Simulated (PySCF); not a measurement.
An unknown is described by computed data only.

Elements present: C, H and O. Monoisotopic mass: 45.0346 u (electron mass counted); charge -1.

| Item | Value |
| --- | --- |
| Rotational structure | rotational constants A, B, C: 39.654, 9.550, 8.535 GHz [GFN2-xTB] |
| Couplings | largest of the computed one-bond spin–spin couplings (means over like bonds): 13C–1H +126.0 (×3), 13C–1H +119.9 (×2), 13C–13C +33.7, 17O–13C +33.4 Hz [B3LYP/pcJ-1] |
| 13C NMR | chemical shifts (computed TMS as zero) by class: 83.6 (1 C), 34.3 (1 C) ppm [GIAO PBE0/pcSseg-1] |
| 1H NMR | chemical shifts (computed TMS as zero) by class: 6.66 (2 H), 0.58 (3 H) ppm [GIAO PBE0/pcSseg-1] |
| NMR, other nuclei | isotropic shieldings of nuclei other than C and H, by class: 175 (1 O) ppm [GIAO PBE0/pcSseg-1] |

The electronic properties come from PySCF, for the isolated species, density fitting. Levels stand in brackets. Isolated species at its GFN2-xTB geometry, gas phase. The HOMO energy is positive, so at this level the finite basis confines the outermost electrons. No diffuse functions stand in pcJ-1 and pcSseg-1, which bears on an anion's orbital energies. NMR classes are plain means over equivalent atoms (diastereotopic ones count apart unless rotation or inversion swaps them), as if these changed places fast.

Problem. Which formula fits the mass and the elements?

Solution. C2H5O (calculated 45.0346). No other formula that holds each of these elements comes within 0.0003 u with a fitting electron parity and a possible valence count.

Problem. Propose a structure and show how it fits.

Solution. Numbering: `[CH3:1][CH2:2][O-:3]`. 2 carbons fall into 2 classes; from least to most shielded: sp3 carbon bound to oxygen [C2] (83.6 ppm), methyl carbon [C1] (34.3 ppm). Hydrogen classes from least to most shielded: 2 H on an sp3 carbon bound to oxygen, C2 (6.66 ppm), 3 H on a methyl carbon, C1 (0.58 ppm). The other shieldings belong to: 175 ppm, alkoxide oxygen [O3]. The couplings run between: +126.0 Hz, methyl carbon [C1] and its hydrogen (with 2 like pairs); +119.9 Hz, sp3 carbon bound to oxygen [C2] and its hydrogen (with 1 like pair); +33.7 Hz, methyl carbon [C1] and sp3 carbon bound to oxygen [C2]; +33.4 Hz, alkoxide oxygen [O3] and sp3 carbon bound to oxygen [C2]. The optimised geometry has point group Cs and is an asymmetric top. Structure: ethanolate, `CC[O-]`. The assignments are read from this structure; whether some other isomer fits the data as well wasn't checked.
